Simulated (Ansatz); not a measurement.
Relaxation of H₇NSi (9 atoms, charge 0, multiplicity 1), to a largest force component of 0.03 eV/Å in at most 50 steps.

These are results of RKS revPBE-D4/def2-TZVP in Ansatz, not measurements.

```xyz
9
Properties=species:S:1:pos:R:3
Si 0.204 0.021 -0.031
H 0.273 -0.107 1.435
H 1.607 0.060 -0.561
H -0.479 1.287 -0.428
H -0.480 -1.168 -0.619
N -2.498 -0.088 1.345
H -2.597 -0.613 0.473
H -2.504 0.909 1.107
H -1.559 -0.300 1.734
```

**Question.** Where does it end, and by what steps?

**Answer.** It converged. The force dipped under the threshold on the way, but the program's further checks kept it going. After 8 steps the energy has fallen by 0.149 eV; H9 moved furthest, 0.62 Å.

| step | energy less start (eV) | largest force component (eV/Å) | accepted |
| --- | --- | --- | --- |
| 0 | 0.0000 | 0.793 | yes |
| 1 | -0.1066 | 0.300 | yes |
| 2 | -0.1409 | 0.154 | yes |
| 3 | -0.1275 | 0.394 | no |
| 4 | -0.1451 | 0.072 | yes |
| 5 | -0.1481 | 0.006 | yes |
| 6 | -0.1485 | 0.052 | yes |
| 7 | -0.1486 | 0.030 | yes |
| 8 | -0.1487 | 0.002 | yes |

```xyz
9
Properties=species:S:1:pos:R:3
Si 0.457 0.042 -0.146
H 0.613 -0.087 1.335
H 1.809 0.082 -0.783
H -0.278 1.304 -0.466
H -0.303 -1.131 -0.676
N -2.845 -0.064 1.428
H -2.795 -0.659 0.598
H -2.600 0.881 1.119
H -2.090 -0.369 2.046
```

Whether the end is a true minimum wasn't checked by a vibrational analysis.

Time of the run: 6.1 s on 4 threads of Arm Neoverse V1, on a shared host, peak memory 0.16 GiB.
